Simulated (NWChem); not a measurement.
Correlation energy of dimethyl ether (C2H6O)

SMILES: COC
```xyz
9

C     -1.1611     0.0000    -0.1881
O      0.0000     0.0000     0.5778
C      1.1611     0.0000    -0.1881
H     -1.2330    -0.8952    -0.8395
H     -1.2330     0.8952    -0.8395
H     -2.0215     0.0000     0.4963
H      1.2330    -0.8952    -0.8395
H      2.0215     0.0000     0.4963
H      1.2330     0.8952    -0.8395
```
Charge 0, spin multiplicity 1.

Program: NWChem. Structure: optimised with PBE0/def2-SVP, a minimum by its harmonic frequencies.

Basis set: cc-pVDZ. Each correlation energy counts from its own Hartree-Fock reference.

The correlated methods keep 3 core orbitals frozen. Coupled-cluster values serve here as a point of comparison, not as the truth.

Order these methods by the correlation energy they give, lowest first: CCSD, CR-CCSD[T], CCSD+T(CCSD), MP2.

CCSD+T(CCSD) (-531.1 mHa), CR-CCSD[T] (-528.1 mHa), CCSD (-517.7 mHa), MP2 (-478.4 mHa)
